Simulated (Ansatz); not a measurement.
CHClFN (`N=C(F)Cl`), relaxed with RKS PBE0-D4/def2-TZVP in Ansatz 0.2.0 from a PBE-D4/def2-SVP geometry. The force threshold is 0.005 eV/Å; the program also tests the step.

The species carries charge 0 and has multiplicity 1.

Start:

```xyz
5

N    -0.619    0.424   -0.750
C    -0.120   -0.050    0.299
F    -0.823   -0.157    1.418
Cl    1.513   -0.657    0.564
H     0.049    0.441   -1.531
```

(1) By how much does the energy fall, and how many steps does the optimiser take? (Estimate.)

(2) Which bonds change most? (An estimate is asked.)

(3) Give the relaxed structure. (An estimate is asked.)

Answers

(1) The calculation gave: 0.04 eV, in 7 steps.

(2) Computed: C2–Cl4 from 1.762 to 1.729 Å; N1–C2 from 1.254 to 1.237 Å; N1–H5 from 1.028 to 1.013 Å; C2–F3 from 1.326 to 1.314 Å.

(3) Ansatz gave: 
```xyz
5

N    -0.608    0.417   -0.739
C    -0.114   -0.051    0.295
F    -0.815   -0.155    1.402
Cl    1.489   -0.646    0.553
H     0.048    0.435   -1.511
```
